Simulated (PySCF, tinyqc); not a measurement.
Worked calculation (part 1 of 2): RHF in the sto-3g basis, for OH-, spin multiplicity 1. The basis has no diffuse functions, so it cannot describe the extra electron: this is an exercise in the method, not the real anion. The lowest restricted solution is unstable here: a spin-polarised one lies 0.0144 hartree lower (PySCF). Computed by tinyqc, a small Python program that keeps every step (integrals from PySCF). Settings: charge = -1, multiplicity = 1, basis = sto-3g, energy threshold = 1e-09, iteration cap = 79, orthogonalisation = canonical, start = highest core orbitals, DIIS depth = 8, method = RHF. Command: `OMP_NUM_THREADS=1 python tinyqc.py 27799 27800 out.jsonl` (the two numbers bound the seeds that draw the settings). One thread of a shared host (Intel(R) Xeon(R) Processor @ 2.60GHz), about 0.07 s of CPU time with the checks. Later iterations appear only in the table of the cycle.

## One-electron integrals

Geometry (angstrom):
```
atom         x         y         z
O     0.000000  0.000000  0.000000
H     0.000000  0.000000  1.714000
```

Basis sto-3g: exponents (1/bohr^2) and contraction coefficients of normalised primitives:
```
element  l (shell)    exponent  coefficient
O            s (1)  130.709320     0.154329
O            s (1)   23.808861     0.535328
O            s (1)    6.443608     0.444635
O            s (2)    5.033151    -0.099967
O            s (2)    1.169596     0.399513
O            s (2)    0.380389     0.700115
O            p (3)    5.033151     0.155916
O            p (3)    1.169596     0.607684
O            p (3)    0.380389     0.391957
H            s (1)    3.425251     0.154329
H            s (1)    0.623914     0.535328
H            s (1)    0.168855     0.444635
```

Overlap, kinetic and nuclear-attraction integrals over the contracted functions; the nuclear repulsion is the sum of Za Zb / Rab.

nuclear repulsion = 2.46990530 hartree

overlap S:
```
           1O 1s     1O 2s    1O 2px    1O 2py    1O 2pz     2H 1s
1O 1s   1.000000  0.236704  0.000000  0.000000  0.000000  0.009616
1O 2s   0.236704  1.000000  0.000000  0.000000  0.000000  0.133785
1O 2px  0.000000  0.000000  1.000000  0.000000  0.000000  0.000000
1O 2py  0.000000  0.000000  0.000000  1.000000  0.000000  0.000000
1O 2pz  0.000000  0.000000  0.000000  0.000000  1.000000  0.139427
2H 1s   0.009616  0.133785  0.000000  0.000000  0.139427  1.000000
```

kinetic energy T (hartree):
```
            1O 1s      1O 2s    1O 2px    1O 2py    1O 2pz      2H 1s
1O 1s   29.003200  -0.168011  0.000000  0.000000  0.000000  -0.002602
1O 2s   -0.168011   0.808128  0.000000  0.000000  0.000000  -0.016841
1O 2px   0.000000   0.000000  2.528731  0.000000  0.000000   0.000000
1O 2py   0.000000   0.000000  0.000000  2.528731  0.000000   0.000000
1O 2pz   0.000000   0.000000  0.000000  0.000000  2.528731   0.006870
2H 1s   -0.002602  -0.016841  0.000000  0.000000  0.006870   0.760032
```

nuclear attraction V (hartree):
```
             1O 1s      1O 2s     1O 2px     1O 2py     1O 2pz      2H 1s
1O 1s   -60.927193  -7.256159   0.000000   0.000000  -0.004841  -0.301746
1O 2s    -7.256159  -9.360647   0.000000   0.000000  -0.061092  -0.830654
1O 2px    0.000000   0.000000  -9.279450   0.000000   0.000000   0.000000
1O 2py    0.000000   0.000000   0.000000  -9.279450   0.000000   0.000000
1O 2pz   -0.004841  -0.061092   0.000000   0.000000  -9.305617  -0.730910
2H 1s    -0.301746  -0.830654   0.000000   0.000000  -0.730910  -3.692686
```

core Hamiltonian H = T + V (hartree):
```
             1O 1s      1O 2s     1O 2px     1O 2py     1O 2pz      2H 1s
1O 1s   -31.923993  -7.424170   0.000000   0.000000  -0.004841  -0.304349
1O 2s    -7.424170  -8.552519   0.000000   0.000000  -0.061092  -0.847496
1O 2px    0.000000   0.000000  -6.750719   0.000000   0.000000   0.000000
1O 2py    0.000000   0.000000   0.000000  -6.750719   0.000000   0.000000
1O 2pz   -0.004841  -0.061092   0.000000   0.000000  -6.776886  -0.724040
2H 1s    -0.304349  -0.847496   0.000000   0.000000  -0.724040  -2.932654
```

## Two-electron integrals

Functions are numbered as in S; the eight-fold symmetry (ij|kl) = (ji|kl) = (kl|ij) leaves the list below.

Two-electron integrals (ij|kl) in chemists' order, unique and non-zero (hartree):
```
(11|11) 4.785065   (21|11) 0.741380   (21|21) 0.136873   (22|11) 1.118947
(22|21) 0.256633   (22|22) 0.817206   (31|31) 0.024477   (32|31) 0.037809
(32|32) 0.180518   (33|11) 1.115814   (33|21) 0.256684   (33|22) 0.817023
(33|33) 0.880159   (41|41) 0.024477   (42|41) 0.037809   (42|42) 0.180518
(43|43) 0.047444   (44|11) 1.115814   (44|21) 0.256684   (44|22) 0.817023
(44|33) 0.785270   (44|44) 0.880159   (51|51) 0.024477   (52|51) 0.037809
(52|52) 0.180518   (53|53) 0.047444   (54|54) 0.047444   (55|11) 1.115814
(55|21) 0.256684   (55|22) 0.817023   (55|33) 0.785270   (55|44) 0.785270
(55|55) 0.880159   (61|11) 0.030466   (61|21) 0.005582   (61|22) 0.010417
(61|33) 0.010402   (61|44) 0.010402   (61|51) 0.000236   (61|52) 0.000449
(61|55) 0.010447   (61|61) 0.000230   (62|11) 0.094731   (62|21) 0.022091
(62|22) 0.080853   (62|33) 0.079476   (62|44) 0.079476   (62|51) 0.001611
(62|52) 0.013837   (62|55) 0.083525   (62|61) 0.000918   (62|62) 0.011246
(63|31) 0.002038   (63|32) 0.012846   (63|53) 0.002717   (63|63) 0.001420
(64|41) 0.002038   (64|42) 0.012846   (64|54) 0.002717   (64|64) 0.001420
(65|11) 0.079689   (65|21) 0.018791   (65|22) 0.073546   (65|33) 0.070635
(65|44) 0.070635   (65|51) 0.003108   (65|52) 0.023632   (65|55) 0.079283
(65|61) 0.000803   (65|62) 0.012460   (65|65) 0.015061   (66|11) 0.308236
(66|21) 0.072946   (66|22) 0.307075   (66|33) 0.299214   (66|44) 0.299214
(66|51) 0.004765   (66|52) 0.058856   (66|55) 0.322666   (66|61) 0.003027
(66|62) 0.061305   (66|65) 0.078792   (66|66) 0.774606
```

## Orthogonalisation

S = U s U^T; canonical form X = U s^(-1/2), so that X^T S X = 1. Each column of U has its largest component positive (the first on a tie).

eigenvalues of S: 0.722244  0.878404  1.000000  1.000000  1.112375  1.286978

X:
```
                1          2         3          4          5         6
1O 1s   -0.667078   0.457307  0.000000   0.000000  -0.395761  0.499171
1O 2s    0.802510  -0.209798  0.000000   0.000000  -0.209195  0.589683
1O 2px   0.000000   0.000000  0.993374  -0.114928   0.000000  0.000000
1O 2py   0.000000   0.000000  0.114928   0.993374   0.000000  0.000000
1O 2pz   0.243896   0.709108  0.000000   0.000000   0.650760  0.185463
2H 1s   -0.485874  -0.618425  0.000000   0.000000   0.524499  0.381733
```

Within a degenerate level the vectors are fixed only up to a rotation; this is one choice.

## Starting guess

The start is the highest orbitals of the core Hamiltonian (a deliberately bad start); D = 2 C_occ C_occ^T.

D at the start:
```
            1O 1s      1O 2s    1O 2px    1O 2py     1O 2pz      2H 1s
1O 1s    0.114467  -0.496730  0.000000  0.000000  -0.006957   0.047402
1O 2s   -0.496730   2.158986  0.000000  0.000000   0.040378  -0.289583
1O 2px   0.000000   0.000000  2.000000  0.000000   0.000000   0.000000
1O 2py   0.000000   0.000000  0.000000  2.000000   0.000000   0.000000
1O 2pz  -0.006957   0.040378  0.000000  0.000000   2.040409  -0.289824
2H 1s    0.047402  -0.289583  0.000000  0.000000  -0.289824   2.078684
```

## Iteration 1: building the Fock matrix

J_ij = sum D_kl (ij|kl), K_ij = sum D_kl (ik|jl); F = H + J - 0.5 K; E = tr D H + tr D J / 2 - 0.25 tr D K + E_nn.

Coulomb J (hartree):
```
           1O 1s     1O 2s    1O 2px    1O 2py    1O 2pz     2H 1s
1O 1s   9.509518  2.181904  0.000000  0.000000  0.009906  0.088708
1O 2s   2.181904  7.122456  0.000000  0.000000  0.114726  0.766665
1O 2px  0.000000  0.000000  7.105775  0.000000  0.000000  0.000000
1O 2py  0.000000  0.000000  0.000000  7.105775  0.000000  0.000000
1O 2pz  0.009906  0.114726  0.000000  0.000000  7.151004  0.743327
2H 1s   0.088708  0.766665  0.000000  0.000000  0.743327  4.014969
```

exchange K (hartree):
```
            1O 1s     1O 2s    1O 2px    1O 2py     1O 2pz     2H 1s
1O 1s    0.254557  0.240160  0.000000  0.000000  -0.000084  0.014025
1O 2s    0.240160  2.586078  0.000000  0.000000   0.008736  0.280133
1O 2px   0.000000  0.000000  2.301120  0.000000   0.000000  0.000000
1O 2py   0.000000  0.000000  0.000000  2.301120   0.000000  0.000000
1O 2pz  -0.000084  0.008736  0.000000  0.000000   2.312598  0.251261
2H 1s    0.014025  0.280133  0.000000  0.000000   0.251261  1.590071
```

Fock matrix F (hartree):
```
             1O 1s      1O 2s     1O 2px     1O 2py     1O 2pz      2H 1s
1O 1s   -22.541754  -5.362345   0.000000   0.000000   0.005106  -0.222653
1O 2s    -5.362345  -2.723103   0.000000   0.000000   0.049266  -0.220897
1O 2px    0.000000   0.000000  -0.795504   0.000000   0.000000   0.000000
1O 2py    0.000000   0.000000   0.000000  -0.795504   0.000000   0.000000
1O 2pz    0.005106   0.049266   0.000000   0.000000  -0.782182  -0.106344
2H 1s    -0.222653  -0.220897   0.000000   0.000000  -0.106344   0.287280
```

total energy of this density = -31.49695742 hartree

## Iteration 1: diagonalisation and new density

Diagonalise F' = X^T F X, C = X C', fill 5 alpha and 5 beta electrons from the bottom; D = 2 C_occ C_occ^T. Each column has its largest component positive (the first on a tie).

F' = X^T F X (hartree):
```
           1          2          3          4          5          6
1  -5.951290   4.688761   0.000000   0.000000  -4.776335   6.210443
2   4.688761  -3.937959   0.000000   0.000000   3.450951  -5.731531
3   0.000000   0.000000  -0.795504   0.000000   0.000000   0.000000
4   0.000000   0.000000   0.000000  -0.795504   0.000000   0.000000
5  -4.776335   3.450951   0.000000   0.000000  -4.737663   6.469775
6   6.210443  -5.731531   0.000000   0.000000   6.469775  -9.893179
```

orbital energies (hartree): MO1 -22.541791, MO2 -1.537070, MO3 -0.795504, MO4 -0.795504, MO5 -0.778943, MO6 0.337712

coefficients C:
```
              MO1        MO2        MO3       MO4        MO5        MO6
1O 1s    0.999684  -0.244755   0.000000  0.000000  -0.015756   0.019992
1O 2s    0.001325   1.029086   0.000000  0.000000   0.067118  -0.126497
1O 2px   0.000000   0.000000  -0.090491  0.995897   0.000000   0.000000
1O 2py   0.000000   0.000000   0.995897  0.090491   0.000000   0.000000
1O 2pz  -0.000256  -0.063284   0.000000  0.000000   0.997565  -0.145130
2H 1s    0.000130  -0.015535   0.000000  0.000000   0.002050   1.019361
```

D after iteration 1:
```
            1O 1s      1O 2s    1O 2px    1O 2py     1O 2pz      2H 1s
1O 1s    2.119044  -0.503214  0.000000  0.000000  -0.000967   0.007799
1O 2s   -0.503214   2.127050  0.000000  0.000000   0.003659  -0.031698
1O 2px   0.000000   0.000000  2.000000  0.000000   0.000000   0.000000
1O 2py   0.000000   0.000000  0.000000  2.000000   0.000000   0.000000
1O 2pz  -0.000967   0.003659  0.000000  0.000000   1.998284   0.006056
2H 1s    0.007799  -0.031698  0.000000  0.000000   0.006056   0.000491
```

Within a degenerate level the vectors are fixed only up to a rotation; this is one choice.

## Iteration 2: building the Fock matrix

As before.

Coulomb J (hartree):
```
            1O 1s     1O 2s    1O 2px    1O 2py    1O 2pz     2H 1s
1O 1s   18.462226  3.517749  0.000000  0.000000  0.000171  0.143542
1O 2s    3.517749  8.747864  0.000000  0.000000  0.000693  0.834875
1O 2px   0.000000  0.000000  8.740149  0.000000  0.000000  0.000000
1O 2py   0.000000  0.000000  0.000000  8.740149  0.000000  0.000000
1O 2pz   0.000171  0.000693  0.000000  0.000000  8.739847  0.746971
2H 1s    0.143542  0.834875  0.000000  0.000000  0.746971  3.072465
```

exchange K (hartree):
```
           1O 1s     1O 2s    1O 2px    1O 2py    1O 2pz     2H 1s
1O 1s   9.831700  1.711495  0.000000  0.000000  0.000071  0.075527
1O 2s   1.711495  2.848189  0.000000  0.000000  0.001410  0.257303
1O 2px  0.000000  0.000000  2.347054  0.000000  0.000000  0.000000
1O 2py  0.000000  0.000000  0.000000  2.347054  0.000000  0.000000
1O 2pz  0.000071  0.001410  0.000000  0.000000  2.345892  0.198440
2H 1s   0.075527  0.257303  0.000000  0.000000  0.198440  0.056846
```

Fock matrix F (hartree):
```
             1O 1s      1O 2s    1O 2px    1O 2py     1O 2pz      2H 1s
1O 1s   -18.377617  -4.762168  0.000000  0.000000  -0.004706  -0.198570
1O 2s    -4.762168  -1.228749  0.000000  0.000000  -0.061104  -0.141272
1O 2px    0.000000   0.000000  0.815903  0.000000   0.000000   0.000000
1O 2py    0.000000   0.000000  0.000000  0.815903   0.000000   0.000000
1O 2pz   -0.004706  -0.061104  0.000000  0.000000   0.790015  -0.076289
2H 1s    -0.198570  -0.141272  0.000000  0.000000  -0.076289   0.111389
```

total energy of this density = -72.92595958 hartree

## Iteration 2: DIIS over 2 matrices

error matrix X^T (FDS - SDF) X:
```
           1          2         3         4          5         6
1   0.000000  -0.065367  0.000000  0.000000   0.240731  0.157482
2   0.065367   0.000000  0.000000  0.000000   0.244864  0.153293
3   0.000000   0.000000  0.000000  0.000000   0.000000  0.000000
4   0.000000   0.000000  0.000000  0.000000   0.000000  0.000000
5  -0.240731  -0.244864  0.000000  0.000000   0.000000  0.025383
6  -0.157482  -0.153293  0.000000  0.000000  -0.025383  0.000000
```

B (overlaps of the stored error matrices):
```
                1               2
1   1.6579179e-01  -2.0379852e-03
2  -2.0379852e-03   3.4225313e-01
```

Minimise |sum c_i e_i|^2 with sum c_i = 1: solve [B -1; -1 0][c; lambda] = [0; -1] with B_ij = tr e_i^T e_j, and take F = sum c_i F_i.

DIIS coefficients: 0.672285  0.327715

extrapolated F (hartree):
```
             1O 1s      1O 2s     1O 2px     1O 2py     1O 2pz      2H 1s
1O 1s   -21.177103  -5.165658   0.000000   0.000000   0.001891  -0.214761
1O 2s    -5.165658  -2.233380   0.000000   0.000000   0.013097  -0.194803
1O 2px    0.000000   0.000000  -0.267422   0.000000   0.000000   0.000000
1O 2py    0.000000   0.000000   0.000000  -0.267422   0.000000   0.000000
1O 2pz    0.001891   0.013097   0.000000   0.000000  -0.266949  -0.096495
2H 1s    -0.214761  -0.194803   0.000000   0.000000  -0.096495   0.229638
```

## Iteration 2: diagonalisation and new density

As before.

F' = X^T F X (hartree):
```
           1          2          3          4          5          6
1  -5.252865   4.330270   0.000000   0.000000  -4.441632   6.009245
2   4.330270  -3.429380   0.000000   0.000000   3.493712  -5.393048
3   0.000000   0.000000  -0.267422   0.000000   0.000000   0.000000
4   0.000000   0.000000   0.000000  -0.267422   0.000000   0.000000
5  -4.441632   3.493712   0.000000   0.000000  -4.258360   6.120957
6   6.009245  -5.393048   0.000000   0.000000   6.120957  -9.250101
```

orbital energies (hartree): MO1 -21.178338, MO2 -1.031320, MO3 -0.273685, MO4 -0.267422, MO5 -0.267422, MO6 0.292638

coefficients C:
```
              MO1        MO2        MO3       MO4        MO5        MO6
1O 1s    0.998055  -0.251250  -0.001171  0.000000   0.000000   0.026095
1O 2s    0.008109   1.028199   0.000463  0.000000   0.000000  -0.149225
1O 2px   0.000000   0.000000   0.000000  0.947714  -0.319120   0.000000
1O 2py   0.000000   0.000000   0.000000  0.319120   0.947714   0.000000
1O 2pz  -0.000030  -0.017378   0.977959  0.000000   0.000000  -0.251991
2H 1s   -0.000477   0.006174   0.112998  0.000000   0.000000   1.013181
```

D after iteration 2:
```
            1O 1s      1O 2s    1O 2px    1O 2py     1O 2pz      2H 1s
1O 1s    2.118481  -0.500483  0.000000  0.000000   0.006381  -0.004320
1O 2s   -0.500483   2.114516  0.000000  0.000000  -0.034830   0.012794
1O 2px   0.000000   0.000000  2.000000  0.000000   0.000000   0.000000
1O 2py   0.000000   0.000000  0.000000  2.000000   0.000000   0.000000
1O 2pz   0.006381  -0.034830  0.000000  0.000000   1.913411   0.220800
2H 1s   -0.004320   0.012794  0.000000  0.000000   0.220800   0.025614
```

Within a degenerate level the vectors are fixed only up to a rotation; this is one choice.

## Iteration 3: building the Fock matrix

As before.

Coulomb J (hartree):
```
            1O 1s     1O 2s    1O 2px    1O 2py     1O 2pz     2H 1s
1O 1s   18.404516  3.504811  0.000000  0.000000  -0.000788  0.143004
1O 2s    3.504811  8.715294  0.000000  0.000000   0.000201  0.833669
1O 2px   0.000000  0.000000  8.708709  0.000000   0.000000  0.000000
1O 2py   0.000000  0.000000  0.000000  8.708709   0.000000  0.000000
1O 2pz  -0.000788  0.000201  0.000000  0.000000   8.705016  0.747142
2H 1s    0.143004  0.833669  0.000000  0.000000   0.747142  3.095677
```

exchange K (hartree):
```
            1O 1s      1O 2s    1O 2px    1O 2py     1O 2pz     2H 1s
1O 1s    9.829129   1.708777  0.000000  0.000000  -0.000066  0.075865
1O 2s    1.708777   2.836834  0.000000  0.000000  -0.007856  0.281270
1O 2px   0.000000   0.000000  2.343254  0.000000   0.000000  0.000000
1O 2py   0.000000   0.000000  0.000000  2.343254   0.000000  0.000000
1O 2pz  -0.000066  -0.007856  0.000000  0.000000   2.305578  0.265128
2H 1s    0.075865   0.281270  0.000000  0.000000   0.265128  0.113166
```

Fock matrix F (hartree):
```
             1O 1s      1O 2s    1O 2px    1O 2py     1O 2pz      2H 1s
1O 1s   -18.434041  -4.773747  0.000000  0.000000  -0.005596  -0.199276
1O 2s    -4.773747  -1.255642  0.000000  0.000000  -0.056963  -0.154462
1O 2px    0.000000   0.000000  0.786363  0.000000   0.000000   0.000000
1O 2py    0.000000   0.000000  0.000000  0.786363   0.000000   0.000000
1O 2pz   -0.005596  -0.056963  0.000000  0.000000   0.775341  -0.109463
2H 1s    -0.199276  -0.154462  0.000000  0.000000  -0.109463   0.106440
```

total energy of this density = -73.03352017 hartree

## Iteration 3: DIIS over 3 matrices

error matrix X^T (FDS - SDF) X:
```
           1          2         3         4          5         6
1   0.000000  -0.034987  0.000000  0.000000   0.308755  0.185945
2   0.034987   0.000000  0.000000  0.000000   0.383884  0.225512
3   0.000000   0.000000  0.000000  0.000000   0.000000  0.000000
4   0.000000   0.000000  0.000000  0.000000   0.000000  0.000000
5  -0.308755  -0.383884  0.000000  0.000000   0.000000  0.050111
6  -0.185945  -0.225512  0.000000  0.000000  -0.050111  0.000000
```

B (overlaps of the stored error matrices):
```
                1               2               3
1   1.6579179e-01  -2.0379852e-03  -2.3920645e-03
2  -2.0379852e-03   3.4225313e-01   4.7147529e-01
3  -2.3920645e-03   4.7147529e-01   6.6372524e-01
```

As before.

DIIS coefficients: 0.319979  2.072430  -1.392409

extrapolated F (hartree):
```
             1O 1s      1O 2s    1O 2px    1O 2py     1O 2pz      2H 1s
1O 1s   -19.631488  -4.938089  0.000000  0.000000  -0.000327  -0.205292
1O 2s    -4.938089  -1.669465  0.000000  0.000000  -0.031554  -0.148385
1O 2px    0.000000   0.000000  0.341419  0.000000   0.000000   0.000000
1O 2py    0.000000   0.000000  0.000000  0.341419   0.000000   0.000000
1O 2pz   -0.000327  -0.031554  0.000000  0.000000   0.307377  -0.039716
2H 1s    -0.205292  -0.148385  0.000000  0.000000  -0.039716   0.174560
```

## Iteration 3: diagonalisation and new density

As before.

F' = X^T F X (hartree):
```
           1          2         3         4          5          6
1  -4.484668   3.895014  0.000000  0.000000  -4.071371   5.782595
2   3.895014  -2.888527  0.000000  0.000000   3.535182  -5.014882
3   0.000000   0.000000  0.341419  0.000000   0.000000   0.000000
4   0.000000   0.000000  0.000000  0.341419   0.000000   0.000000
5  -4.071371   3.535182  0.000000  0.000000  -3.687905   5.742837
6   5.782595  -5.014882  0.000000  0.000000   5.742837  -8.500821
```

orbital energies (hartree): MO1 -19.636202, MO2 -0.456117, MO3 0.175807, MO4 0.341419, MO5 0.341419, MO6 0.354591

coefficients C:
```
              MO1        MO2        MO3       MO4        MO5        MO6
1O 1s    0.996042  -0.257094   0.040481  0.000000   0.000000  -0.009305
1O 2s    0.016254   1.018252  -0.197522  0.000000   0.000000   0.058395
1O 2px   0.000000   0.000000   0.000000  0.873175  -0.487406   0.000000
1O 2py   0.000000   0.000000   0.000000  0.487406   0.873175   0.000000
1O 2pz   0.000209   0.040170   0.381166  0.000000   0.000000   0.934507
2H 1s   -0.001234   0.057631   0.877645  0.000000   0.000000  -0.515518
```

D after iteration 3:
```
            1O 1s      1O 2s    1O 2px    1O 2py     1O 2pz      2H 1s
1O 1s    2.119670  -0.507185  0.000000  0.000000   0.010622   0.038964
1O 2s   -0.507185   2.152233  0.000000  0.000000  -0.068765  -0.229382
1O 2px   0.000000   0.000000  2.000000  0.000000   0.000000   0.000000
1O 2py   0.000000   0.000000  0.000000  2.000000   0.000000   0.000000
1O 2pz   0.010622  -0.068765  0.000000  0.000000   0.293802   0.673686
2H 1s    0.038964  -0.229382  0.000000  0.000000   0.673686   1.547168
```

Within a degenerate level the vectors are fixed only up to a rotation; this is one choice.
